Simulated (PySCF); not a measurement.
Cartesian coordinates in Å; atom numbers follow the order of the lines, from 1:
```xyz
5

F     1.572   -0.054   -0.223
Si   -0.037    0.003   -0.001
H    -0.492    1.406   -0.201
H    -0.343   -0.448    1.385
H    -0.683   -0.900   -0.994
```

Geometry: PBE0-D3(BJ)/def2-SVP; GIAO shifts from PySCF 2.14.0 with density-fitted response routines, gas phase, non-relativistic, averaged over equivalent atoms.

At PBE0/pcSseg-1 (56 basis functions, 2.2 s wall time on 1 thread of an x86-64 server CPU, shared host):
```csv
atoms,δ (ppm)
F1,-242.9
Si2,-10.7
H3/H4/H5,5.13
```

Scale: CFCl3 for 19F (σref 177.25); 29Si (σref 351.99), 1H (σref 31.27) against TMS (reference shieldings calculated alike).

Q: Estimate the result of repeating the calculation with KT3/pcSseg-2.

A: 
```tsv
atoms	δ at KT3/pcSseg-2	change
F1	-258.0	-15.1
Si2	-18.4	-7.7
H3/H4/H5	5.13	+0.00
```

Referencing at the same level of theory: 19F (σ = 146.91 ppm) vs CFCl3; 29Si (σ = 358.24 ppm) and 1H (σ = 31.35 ppm) vs TMS.

The largest change is at F1 (fluorine bonded to Si). Cost: 121 basis functions, 4.9 s wall time on 1 thread of an x86-64 server CPU, shared host.

Unscaled 19F shifts against computed CFCl3 carry errors that often reach 10 to 50 ppm.
